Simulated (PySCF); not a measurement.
A structure optimised at PBE-D3(BJ)/def2-SVP, used in a PySCF frequency run:

```xyz
9

C      0.0000     0.7152     1.2805
C      0.0000    -0.7152     1.2805
C      0.0000    -1.2450     0.0040
S      0.0000     0.0000    -1.1998
C      0.0000     1.2450     0.0040
H      0.0000     1.3330     2.1890
H      0.0000    -1.3330     2.1890
H      0.0000    -2.2993    -0.2980
H      0.0000     2.2993    -0.2980
```
Charge 0, spin multiplicity 1.

Question: Write its SMILES, formula and point group.

Answer: c1ccsc1, C4H4S, C2v

Question: What are its rotational constants (standard atomic weights)?

Answer: 7.9259, 5.3084, 3.1791 GHz
